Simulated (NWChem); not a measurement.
Exact exchange and the dipole moment of SOF2 (thionyl fluoride)

SOF2: 4 atoms, total charge 0, spin state singlet. SMILES: `O=S(F)F`. The shape is that of a PBE0-D4/def2-TZVP optimisation.

The dipole moment y, in D, basis aug-cc-pVDZ; a is the functional's share of exact exchange. Programs: NWChem 7.3.0.

| functional | program | a | y (D) |
| --- | --- | --- | --- |
| TPSS | NWChem | 0 | 1.56 |
| revPBE | NWChem | 0 | 1.52 |
| B3LYP | NWChem | 0.2 | ? |
| PBE0 | NWChem | 0.25 | 1.69 |
| BHLYP | NWChem | 0.5 | 1.90 |

**Question.** Fit y = c + s·a to the known rows and predict B3LYP.

**Answer.** 
1. Means of the 4 rows: a = 0.1875, y = 1.667.
2. Σ(Δa)² = 0.17188, Σ(Δa·Δy) = 0.12187, so the slope is 0.12187/0.17188 = 0.70904.
3. Intercept: 1.667 − (0.70904) × 0.1875 = 1.534. The largest residual of the fit is 0.026.
4. B3LYP: 1.534 + (0.70904) × 0.2 = 1.68 D.

The run gave 1.73 D, so the prediction is off by -0.05 D, more than the scatter of the fit. More exact exchange makes the molecule more polar here.
